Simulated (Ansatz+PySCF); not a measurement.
Values are calculated unless marked as measured or tabulated.
## Ansatz (development build ahead of 0.2.0) run

```yaml
crystal:
  periodic: [false, false, false]
  atoms:
    - { symbol: Si, position_ang: [0.0, 0.0, -1.17324] }
    - { symbol: Si, position_ang: [0.0, 0.0, 1.17324] }
    - { symbol: H, position_ang: [0.0, -1.40356, -1.68972] }
    - { symbol: H, position_ang: [-1.21552, 0.70178, -1.68972] }
    - { symbol: H, position_ang: [1.21552, 0.70178, -1.68972] }
    - { symbol: H, position_ang: [0.0, 1.40356, 1.68972] }
    - { symbol: H, position_ang: [-1.21552, -0.70178, 1.68972] }
    - { symbol: H, position_ang: [1.21552, -0.70178, 1.68972] }
basis:
  gaussian: { orbitals: def2-SVP }
hamiltonian:
  xc: hf
correlation:
  method: mp2
  frozen_orbitals: { H: 0, Si: 5 }
scf:
  omitted_lower_state_checks: [stability, starts, atomic_configurations, cluster_reference, orbital_swaps, given_window_search, neighbouring_geometries, increment]
```

The input is written out in the form of the current development build from the run's settings.

The run gave:

```
Converged                                                          : yes
Reference energy                                                   : -581.15825 hartree
Correlation energy                                                 : -0.21270 hartree
Total energy                                                       : -581.37095 hartree
Spin squared of the determinant                                    : 0.000
Occupied orbitals by symmetry in an Abelian subgroup (alpha; beta) : 7 Ag 2 Au 2 Bg 6 Bu; 7 Ag 2 Au 2 Bg 6 Bu
```
